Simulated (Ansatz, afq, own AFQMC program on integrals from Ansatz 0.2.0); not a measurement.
## AFQMC, coupled cluster and functionals along a coordinate of NH3 + SiH, doublet

```yaml
atoms:
  - { symbol: N, position_ang: [-1.7663, 0.0200, -0.0192] }
  - { symbol: H, position_ang: [-2.0636, 0.9878, -0.0192] }
  - { symbol: H, position_ang: [-2.0636, -0.3823, 0.8610] }
  - { symbol: H, position_ang: [-0.7538, 0.0200, -0.0192] }
  - { symbol: Si, position_ang: [1.0057, 0.0200, -0.0192] }
  - { symbol: H, position_ang: [1.4022, -1.4595, -0.0192] }
```

A hydrogen atom is moved from one rigid fragment to the other; the N1–H4 distance tells how far. The two fragments are held close together, so this isn't a minimum-energy path and the start is a compressed complex. Energies in kcal/mol count from this geometry (1.012 Å) at the same level; the start stands on UHF, each point on the determinant named.

Basis cc-pVTZ. Only valence electrons are correlated. Ansatz 0.2.0 and our own AFQMC program on the same integrals; the CISD trial comes from CCSD amplitudes, and released means the phaseless constraint is let go. Uncertainties: one standard error, sampling alone.

Cautions, each for one point or more: an unrestricted solution with more broken spin lies lower; higher spins were not checked; strong correlation; unrestricted determinant slightly spin contaminated; unrestricted determinant spin contaminated; walk and cluster series may follow different spin states.

```
r(N1–H4) / Å  det.     T1  weight  ⟨S²⟩   PBE0  B3LYP  CCSD(T)
       1.104   UHF  0.026    0.84  0.80    4.7    4.6      5.4
       1.149   UHF  0.036    0.83  0.84    8.9    8.8     10.0
       1.195   UHF  0.053    0.79  0.97   14.2   13.9     15.7
       1.241  UHF¶  0.064    0.76  1.26   20.2   19.6     22.3
       1.332  UHF¶  0.076    0.74  0.78  31.6§   30.1     33.9
```

Q: Estimate the curve of phaseless AFQMC with a CISD trial, counted from the same start.

A: 
```tsv
r(N1–H4) / Å	det.	T1	weight	⟨S²⟩	ph-AFQMC/CISD	released AFQMC
1.104	UHF	0.026	0.84	0.80	5.0 ± 0.4	5.4 ± 0.3
1.149	UHF	0.036	0.83	0.84	9.3 ± 0.4	–
1.195	UHF	0.053	0.79	0.97	15.1 ± 0.4	–
1.241	UHF¶	0.064	0.76	1.26	21.1 ± 0.4	20.3 ± 0.6*
1.332	UHF¶	0.076	0.74	0.78	33.7 ± 0.4	–
```

Weight is that of the determinant in the CISD state; at the start T1 is 0.022 and the weight 0.85, and ⟨S²⟩ is 0.79. ¶ marks points with a poor determinant and no full CI, where no value is sure; they don't count among the departures. An asterisk marks released energies that aren't shown to be converged. Symmetry can't show for every point that it stays on the start's state. A dash marks a missing value, a released energy that hasn't settled or a functional that sits on another state. § marks a functional whose ⟨S²⟩ is too high by over 0.1. Largest departures from phaseless AFQMC with a CISD trial: CCSD(T) 0.7 kcal/mol at 1.149 (on UHF) (within the noise). The walk's constraint bias lies outside its error bars, so these are departures and not errors. The functionals aren't scored here.
